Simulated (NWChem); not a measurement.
## Ionisation of Al (+1)

```
Al
```
Charge +1, spin multiplicity 1.

The numbers come from NWChem runs, not from measurements.

Basis set: def2-TZVPD. −ε marks an orbital energy of the parent.

For the first vertical ionisation energy, −ε(HOMO) of HF gives 17.75 eV and −ε(HOMO) of M06-2X gives 16.85 eV. What do −ε(HOMO) of PBE, G0W0@PBE, −ε(HOMO) of TPSS give?

−ε(HOMO) of PBE: 14.79 eV; G0W0@PBE: 18.64 eV; −ε(HOMO) of TPSS: 14.84 eV.
